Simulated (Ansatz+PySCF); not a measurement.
Results of a calculation; reference values are marked as such.
## Several solutions for singlet H2O

```xyz
3

O     0.0000    0.0000   -0.2154
H     0.0000    1.3575    0.8616
H     0.0000   -1.3575    0.8616
```

Basis set: 6-31G (spherical functions). Charge 0, multiplicity 1.

PBE0 (unrestricted) was run from several starts with Ansatz (development build ahead of 0.2.0) and PySCF 2.14.0.

| run | program | start | converged | energy (hartree) | <S²> |
| --- | --- | --- | --- | --- | --- |
| A | PySCF | program defaults | yes | -76.03959 | 0.00 |
| B | Ansatz | search for the lowest state | yes | -76.05257 | 0.82 |
| C | Ansatz | atomic start, no search | yes | -76.03959 | 0.00 |
| D | Ansatz | stability test followed | yes | -76.05257 | 0.82 |

(1) Which runs reached the lowest solution of this kind, and what is wrong with the others?

## Answers

(1) B, D reached the lowest solution found. Converged but too high: A by 0.35 eV, C by 0.35 eV. Convergence only shows a stationary point, and even a stable one can lie too high; stability tests and further starts are what find lower ones. Caution: the unrestricted determinant is a mixture of spin states.
